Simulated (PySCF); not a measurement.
## TDDFT beside published excitation energies

Published values to compare with (the computed states carry no symmetry labels, so the two lists aren't matched line by line):

```json
{"state": "A 1Σu+", "E (eV)": "1.74", "f": "", "kind of transition": "Te (adiabatic, minimum to minimum, no zero-point energy)", "source": "[1]"}
{"state": "B 1Πu", "E (eV)": "2.53", "f": "", "kind of transition": "Te (adiabatic, minimum to minimum, no zero-point energy)", "source": "[1]"}
{"state": "C 1Πu", "E (eV)": "3.79", "f": "", "kind of transition": "Te (adiabatic, minimum to minimum, no zero-point energy)", "source": "[1]"}
```

[1] measured, gas; Huber, Herzberg, Constants of Diatomic Molecules, NIST Chemistry WebBook

Species: lithium diatomic, Li2.
InChI=1S/2Li

Computed with TDDFT PBE0/def2-SVPD, vertical, gas phase, core orbitals frozen in the response (PySCF). Geometry: PBE0-D3(BJ)/def2-SVP; no solvent, vibrations or thermal averaging.

Computed singlets: 1.90 eV (f 0.453); 2.53 eV (f 1.019 summed over 2 states); 2.66 eV (f 0.000); 3.16 eV (f 0.000 summed over 2 states); 4.19 eV (f 0.000); 4.35 eV (f 0.001); 4.92 eV (f 0.013) [of 10 roots; the last level is left out, as the window may have cut its degenerate partner]. Computed triplets (Tamm–Dancoff): 0.92, 1.16, 1.16 eV.

Adiabatic (Te) and 0-0 energies refer to the relaxed excited state and aren't the vertical quantity computed here.

The vertical ionisation energy (ΔSCF) is 5.15 eV, 0.23 eV above S9.

Hardware: one thread of an Arm Neoverse V1, on a shared host. Cost: 0.66 s, 0.21 GiB resident at most.
